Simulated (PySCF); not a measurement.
**What an electron can do to CF**

PBE0 in PySCF with def2-TZVPPD on every atom, for the lowest determinant that a PBE0 search found; no spin–orbit coupling.

| species | state (unpaired electrons) | Re (Å) | ωe (cm⁻¹) | energy of the minimum from the neutral (eV) | De (eV) | dissociates to |
| --- | --- | --- | --- | --- | --- | --- |
| CF | doublet (π ↑) | 1.269 | 1334 | 0.00 | 5.83 | C + F |
| CF⁺ | singlet (closed shell) | 1.153 | 1815 | 9.36 | 7.98 | C⁺ + F |
| CF⁻ | triplet (π ↑↑) | 1.434 | 824 | -0.41 | 2.99 | C + F⁻ |

Task: Work out the lowest energy to break CF into atoms, from its vibrational ground state.

Result: D0 = De − ωe/2 = 5.83 − 0.08 = 5.75 eV (PBE0/def2-TZVPPD).

Task: Work out the ionisation energy of the C atom at this level and the threshold of dissociative ionisation.

Result: IE(C) = 9.36 + 7.98 − 5.83 = 11.51 eV, so C⁺ + F + e⁻ appears at D0 + IE(C) = 17.26 eV (PBE0/def2-TZVPPD). The measured IE(C) is 11.26 eV (NIST ASD).

Task: Work out the electron affinity of the F atom and the threshold of dissociative attachment.

Result: EA(F) = 5.83 − 2.99 − (-0.41) = 3.25 eV, so C + F⁻ needs D0 − EA(F) = 2.50 eV (PBE0/def2-TZVPPD). The measured EA(F) is 3.401 eV.

Task: At which energy does ion-pair formation open?

Result: C⁺ + F⁻ lies at D0 + IE(C) − EA(F) = 14.01 eV (PBE0/def2-TZVPPD).

These are thermodynamic thresholds; the onsets seen under electron impact lie higher where the geometry changes, and cross-sections peak well above them.

For an ion De counts to the pair picked by the measured ionisation energies or electron affinities, which need not be the lowest pair at this level. The highest Kohn–Sham level is positive in this anion. Much of that is self-interaction error, but it also means that the finite basis helps to hold the extra electron. States were picked by a PBE0 search and need not be the measured ground states.
